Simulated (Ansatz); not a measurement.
**Al2H2 (triplet): wave-function methods side by side, def2-QZVPP**

One table from this session's results is given with a row withheld; the runs are named, their logs left out.

Program: Ansatz 0.2.0, Gaussian basis. Level of theory: def2-QZVPP, core rule «outside noble gas», up to 10 orbitals frozen. These are calculated values, not measurements.

The runs, in order: UHF; ROHF; CCSD(T) on UHF.

2 further runs of the same task are left out: 2 set aside as unsound or not needed.

## The system

The geometry is a PBE0/def2-TZVP stationary point (not a proven minimum).

4 atoms, charge 0, spin multiplicity 3.

Atoms are counted from 1 here; the program's logs count them from 0.

Bond lengths: Al1–Al2 2.300 Å, Al1–H3 1.575 Å, Al2–H4 1.575 Å. Angles: Al2–Al1–H3 180.0°, Al1–Al2–H4 180.0°.

Coordinates:

```
Al    0.0000    0.0000    1.1500
Al    0.0000    0.0000   -1.1500
H     0.0000    0.0000    2.7245
H     0.0000    0.0000   -2.7245
```

The first run:

Input file in.yaml:

```yaml
crystal:
  periodic: [false, false, false]
  atoms:
    - {symbol: Al, position_ang: [0.000000, 0.000000, 1.150006]}
    - {symbol: Al, position_ang: [0.000000, 0.000000, -1.150006]}
    - {symbol: H, position_ang: [0.000000, 0.000000, 2.724549]}
    - {symbol: H, position_ang: [0.000000, 0.000000, -2.724549]}
basis:
  gaussian: {orbitals: "def2-QZVPP.json"}
magnetization: {spin_polarized: true, initial_magnetization: 2}
hamiltonian: {xc: hf}
output: {orbitals: {seedname: orbitals}}
```

Run with:

```
> ansatz run in.yaml --threads 1 --pin off --events-out ev --progress --plain --max-ram 2393MiB
```

Among the steps run: UHF; ROHF; CCSD(T) on UHF.

One of the session's tables, all rows but one given; the rest of the session is left out.

```
  method  from UCCSD(T) (meV)
    ROHF              +4690.4
     UHF                    ?
    UMP2               +955.8
   UCCSD               +189.3
UCCSD(T)                    0
```

Q: Estimate the row for UHF from the others.

As computed: from UCCSD(T) (meV): +4587.7. In the column «from UCCSD(T) (meV)» it lies between UMP2 (+955.8) and ROHF (+4690.4).
